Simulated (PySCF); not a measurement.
# Al2H2: structure of the singlet

Aim: relax Al2H2 as a singlet from a rhombic ring start, check by its vibrations whether the end is a minimum, and collect its spectrum and constants.

Computed with PySCF 2.14.0. Level: PBE0, basis Al def2-TZVP, H def2-TZVP, no relativity, density fitting.

**1. Starting geometry**

4 atoms, charge 0, spin multiplicity 1.

Bond lengths: Al1–Al2 2.284 Å, Al1–H3 1.675 Å, Al1–H4 1.675 Å, Al2–H3 1.675 Å, Al2–H4 1.675 Å. Angles: Al2–Al1–H3 47.0°, Al2–Al1–H4 47.0°, H3–Al1–H4 94.0°, Al1–Al2–H3 47.0°, Al1–Al2–H4 47.0°, H3–Al2–H4 94.0°, Al1–H3–Al2 86.0°, Al1–H4–Al2 86.0°.

```xyz
4
charge 0 multiplicity 1
Al    1.1422    0.0000    0.0000
Al   -1.1422    0.0000    0.0000
H     0.0000    1.2249    0.0000
H     0.0000   -1.2249    0.0000
```

**2. Finding the electronic state**

One driver script runs all steps and calls PySCF; scf.py shows how it sets up the SCF of each step. The optimiser is the driver's own. After this first run the driver tries any further starts and a stability analysis.

scf.py reads:

```python
from pyscf import gto, scf, dft
mol = gto.M(atom='''
Al     1.142200     0.000000     0.000000
Al    -1.142200     0.000000     0.000000
H      0.000000     1.224900     0.000000
H      0.000000    -1.224900     0.000000''',
    basis={'Al': 'def2-TZVP', 'H': 'def2-TZVP'},
    charge=0, spin=0)
mf = dft.RKS(mol, xc='PBE0')
mf.grids.atom_grid = (50, 194)
aux = {'Al': 'def2-universal-JKFIT', 'H': 'def2-universal-JKFIT'}
mf = mf.density_fit(auxbasis=aux)
mf.conv_tol = 1e-08
mf.diis_space = 10
mf.max_cycle = 60
mf.init_guess = 'minao'
mf.verbose = 4
mf.kernel()
```

Launch:

```console
$ OMP_NUM_THREADS=2 python axn.py task.json out
```

The program printed:

```text
init E= -485.863934589265
  HOMO = -0.155088125390735  LUMO = -0.150227489273388  gap/eV = 0.13226
cycle= 1 E= -485.707396885611  delta_E= 0.157  |g|= 0.13  |ddm|= 1.73
  HOMO = -0.17691868147188  LUMO = -0.145884566716354  gap/eV = 0.84448
cycle= 2 E= -485.71111310591  delta_E= -0.00372  |g|= 0.0633  |ddm|= 0.178
  HOMO = -0.175656956091752  LUMO = -0.138280570376626  gap/eV = 1.01706
cycle= 3 E= -485.711670826891  delta_E= -0.000558  |g|= 0.00632  |ddm|= 0.0822
  HOMO = -0.177483617674449  LUMO = -0.13935432845426  gap/eV = 1.03755
cycle= 4 E= -485.711681037855  delta_E= -1.02e-05  |g|= 0.000872  |ddm|= 0.0103
  HOMO = -0.17739505191871  LUMO = -0.139317271220705  gap/eV = 1.03615
cycle= 5 E= -485.711681407259  delta_E= -3.69e-07  |g|= 0.000198  |ddm|= 0.00287
  HOMO = -0.177374043825029  LUMO = -0.139269248801641  gap/eV = 1.03688
cycle= 6 E= -485.711681436477  delta_E= -2.92e-08  |g|= 3.5e-05  |ddm|= 0.000898
  HOMO = -0.177385769140997  LUMO = -0.139283855674464  gap/eV = 1.03681
cycle= 7 E= -485.711681438524  delta_E= -2.05e-09  |g|= 7.97e-06  |ddm|= 0.000223
  HOMO = -0.177384769818605  LUMO = -0.13928121951079  gap/eV = 1.03685
Extra cycle  E= -485.711681438576  delta_E= -5.15e-11  |g|= 3.7e-06  |ddm|= 3.83e-05
converged SCF energy = -485.711681438576
```

This step, with its further starts and checks, ran for 4.5 s (2 threads of Arm Neoverse V2, shared host).

The starts that the driver tried:

```csv
start,energy (Eh)
the minimal-basis guess,-485.711681
a thermally smeared density,-485.711681
a smeared PBE density,-485.711681
```

No lower closed-shell solution turned up from the other starts or in the test of internal stability.

**3. Relaxing the singlet from the rhombic ring start**

The program finds D2h symmetry in the start, which this walk keeps. Threshold on the gradient: 0.0003 Eh/bohr, with a further test on the energy change.

scf.py, as its differences from that of step 2:

```diff
@@ -16 +15,0 @@
-mf.init_guess = 'minao'
```

Energy and gradient, step by step:

```csv
step,energy (Eh),change (kJ/mol),largest symmetric gradient (Eh/bohr)
0,-485.711681,0.00,0.12180
1,-485.752888,-108.19,0.06169
2,-485.770532,-154.51,0.02590
3,-485.774974,-166.18,0.00838
4,-485.775512,-167.59,0.00189
5,-485.775553,-167.69,0.00112
6,-485.775566,-167.73,0.00052
7,-485.775570,-167.74,0.00015
8,-485.775571,-167.74,0.00003
```

The walk took 6.5 s.

Geometry (Å) and forces (eV/Å) at some steps:

```
step 0
Al   1.142   0.000   0.000   6.263   0.000   0.000
Al  -1.142   0.000   0.000  -6.263   0.000   0.000
H    0.000   1.225   0.000   0.000  -0.332   0.000
H    0.000  -1.225   0.000   0.000   0.332   0.000
step 1
Al   1.260   0.000   0.000   3.172   0.000   0.000
Al  -1.260   0.000   0.000  -3.172   0.000   0.000
H    0.000   1.157   0.000   0.000  -0.145   0.000
H    0.000  -1.157   0.000   0.000   0.145   0.000
step 4
Al   1.470   0.000   0.000   0.097   0.000   0.000
Al  -1.470   0.000   0.000  -0.097   0.000   0.000
H    0.000   1.063   0.000   0.000   0.084   0.000
H    0.000  -1.063   0.000   0.000  -0.084   0.000
step 8
Al   1.478   0.000   0.000  -0.002   0.000   0.000
Al  -1.478   0.000   0.000   0.002   0.000   0.000
H    0.000   1.074   0.000   0.000   0.000   0.000
H    0.000  -1.074   0.000   0.000   0.000   0.000
```

End point (D2h, 8 steps, 167.7 kJ/mol gained): Al–Al 2.956 Å, Al–H 1.827 Å (×4); Al–Al–H 36.0° (×4), Al–H–Al 108.0° (×2), H–Al–H 72.0° (×2).

**4. Vibrations and properties at this point**

The point is checked on the finer grid, and tightened if its gradient asks for it. The Hessian and the dipole derivatives come from central differences of analytic gradients, with steps of 0.02 bohr.

scf.py, as its differences from that of step 3:

```diff
@@ -3,4 +3,4 @@
-Al     1.142200     0.000000     0.000000
-Al    -1.142200     0.000000     0.000000
-H      0.000000     1.224900     0.000000
-H      0.000000    -1.224900     0.000000''',
+Al     1.478203    -0.000000     0.000000
+Al    -1.478203     0.000000     0.000000
+H      0.000000     1.073745     0.000000
+H     -0.000000    -1.073745     0.000000''',
@@ -10 +10 @@
-mf.grids.atom_grid = (50, 194)
+mf.grids.atom_grid = (75, 302)
@@ -13 +13 @@
-mf.conv_tol = 1e-08
+mf.conv_tol = 1e-10
```

The driver hands on the density of the step before, so the log starts near convergence.

Log of the central SCF (cycles and frontier levels):

```text
init E= -485.775571156175
  HOMO = -0.196975868477157  LUMO = -0.0994793433325238  gap/eV = 2.65302
cycle= 1 E= -485.775571156179  delta_E= -3.64e-12  |g|= 6.82e-07  |ddm|= 2.59e-06
  HOMO = -0.196975965791045  LUMO = -0.099479506742771  gap/eV = 2.65301
Extra cycle  E= -485.775571156175  delta_E= 4.43e-12  |g|= 4.11e-07  |ddm|= 1.45e-06
converged SCF energy = -485.775571156175
```

The whole step took 14 s.

Geometry: D2h; Al–Al 2.956 Å, Al–H 1.827 Å (×4); Al–Al–H 36.0° (×4), Al–H–Al 108.0° (×2), H–Al–H 72.0° (×2).

Modes, for the most abundant isotopes:

| symmetry | ω (cm⁻¹) | IR (km/mol) | μ (u) |
| --- | --- | --- | --- |
| b3u | 56 | 155 | 1.04 |
| ag | 318 | 0.0 | 25.53 |
| b2u | 996 | 104 | 1.04 |
| b3g | 1135 | 0.0 | 1.03 |
| b1u | 1218 | 1900 | 1.04 |
| ag | 1357 | 0.0 | 1.01 |

No imaginary mode, so this is a minimum.

Constants and moments:

```
Dipole moment                                                   : 0.00 D
Highest occupied level                                          : -5.36 eV
Lowest empty level                                              : -2.71 eV
Rotational constants                                            : 7.254, 0.143, 0.1402 cm⁻¹
Zero-point energy                                               : 30.4 kJ/mol
Principal polarisabilities                                      : 73.6, 86.2, 133.3 bohr³
Atomisation energy without zero-point energy                    : 723 kJ/mol
Principal traceless quadrupole moments about the centre of mass : -9.83, 1.35, 8.48 D Å
Entropy at 298.15 K and 1 bar                                   : 265.0 J/(mol K)
Heat capacity Cp at 298.15 K                                    : 52.3 J/(mol K)
Enthalpy at 298.15 K above 0 K                                  : 13.34 kJ/mol
Rotational symmetry number                                      : 4
```

Populations by atom (charges in e):

| atom | Mulliken | Löwdin | polar tensor | Mayer order to Al1 |
| --- | --- | --- | --- | --- |
| Al1 | 0.10 | 0.00 | 0.31 | – |
| Al2 | 0.10 | 0.00 | 0.31 | 0.35 |
| H3,4 | -0.10 | 0.00 | -0.31 | 0.45 |

Outer orbital energies (eV). occupied: -73.83, -73.83, -73.77, -73.77, -13.16, -8.62, -7.64, -5.36; empty: -2.71, -1.16, -1.02, 0.46.

Mulliken populations on Al1: s 5.93, p 6.84, d 0.13, f 0.01.

**5. Would spin polarisation lower it?**

At the lowest minimum the closed shell is tested against spin polarisation, on the (50, 194) grid. It is stable.

**6. Results**

| quantity | value |
| --- | --- |
| minimum | singlet, D2h |
| geometry | Al–Al 2.956 Å, Al–H 1.827 Å (×4); Al–Al–H 36.0° (×4), Al–H–Al 108.0° (×2), H–Al–H 72.0° (×2) |
| wavenumbers (cm⁻¹) | 56 (b3u), 318 (ag), 996 (b2u), 1135 (b3g), 1218 (b1u), 1357 (ag) |
| dipole moment | 0.00 D |
| highest occupied, lowest empty level | -5.36, -2.71 eV |
| polar-tensor charge of Al1 | +0.31 e |
| zero-point energy | 30.4 kJ/mol |
| entropy at 298.15 K | 265.0 J/(mol K) |
| atomisation energy (no zero-point energy) | 723 kJ/mol |

What this shows: The molecule stays D2h, as typed, and the end point is a minimum. The strongest infrared band lies at 1218 cm⁻¹ (b1u). Only this shape and spin were tried, so other structures or states may lie lower.

The search up to here ran for 27 s (2 threads of Arm Neoverse V2, shared host).
